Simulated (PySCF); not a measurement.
Computed with PySCF 2.14.0 with PBE0-D4/def2-TZVP. All species are isolated molecules in the gas phase. One relaxed conformer stands for a flexible species; it need not be the lowest. 

Reference species (SMILES): `N[C](N)S` (neutral, multiplicity 2).

```json
{
 "highest_occupied_spin_orbital": "-4.23 eV"
}
```

Changed species: `[SH]` (radical fragment; the reference has radical fragment).

Problem. What does the change do to the highest occupied spin orbital?

Solution. the highest occupied spin orbital drops by 3.18 eV, to -7.41 eV.
